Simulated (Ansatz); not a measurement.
# BClHO radical (SMILES [O]BCl): one structure at several levels

The task here is to estimate one member of a computed series from the others.

Computed with Ansatz 0.2.0, Gaussian basis. Level: single points in def2-TZVPP.

Correlated methods freeze the cores. Orbitals are unrestricted.

### Starting geometry

SMILES `[O]BCl`, 4 atoms, charge 0, spin multiplicity 2.

Atoms are counted from 1 here; the program's logs count them from 0.

Bond lengths: O1–B2 1.235 Å, B2–Cl3 1.845 Å, B2–H4 1.264 Å. Angles: O1–B2–Cl3 131.3°, O1–B2–H4 126.6°, Cl3–B2–H4 101.8°.

As a file:

```xyz
4
charge 0, multiplicity 2
O     1.3892    0.1380   -0.3544
B     0.2178   -0.0718   -0.0253
Cl   -1.3276    0.8816   -0.3512
H    -0.1946   -0.9699    0.7635
```

Set-up of the first run:

File run/in.yaml:

```yaml
crystal:
  periodic: [false, false, false]
  atoms:
    - {symbol: O, position_ang: [1.389200, 0.138000, -0.354400]}
    - {symbol: B, position_ang: [0.217800, -0.071800, -0.025300]}
    - {symbol: Cl, position_ang: [-1.327600, 0.881600, -0.351200]}
    - {symbol: H, position_ang: [-0.194600, -0.969900, 0.763500]}
basis:
  gaussian: {orbitals: def2-TZVPP}
magnetization: {spin_polarized: true, initial_magnetization: 1}
correlation: {method: ccsd_t}
scf: {omitted_lower_state_checks: [cluster_reference]}
output: {forces: true}
```

No record of the launch command was kept for these runs.

Steps of the session up to this table: CCSD(T)/def2-TZVPP; PBE0-D4/def2-TZVPP; wB97M-V/def2-TZVPP; r2SCAN-D4/def2-TZVPP; PBE-D4/def2-TZVPP; BHLYP-D4/def2-TZVPP; wB97X-V/def2-TZVPP.

One of the session's tables, all rows but one given; the rest of the session is left out.

```
   method  RMS force component (eV/Å)  angle to CCSD(T) forces (°)  dipole (D)
  CCSD(T)                       1.919                    reference        1.02
  PBE0-D4                       1.556                          4.9        1.17
  wB97M-V                       1.635                          3.8        1.11
r2SCAN-D4                       1.455                          4.9        1.25
   PBE-D4                       1.346                          8.0        1.39
 BHLYP-D4                       1.940                          6.6        0.97
  wB97X-V                           ?                            ?           ?
```

Estimate the missing values for wB97X-V.

As computed: RMS force component (eV/Å): 1.778; angle to CCSD(T) forces (°): 2.4; dipole (D): 1.11. In the column «RMS force component (eV/Å)» it lies between wB97M-V (1.635) and CCSD(T) (1.919).
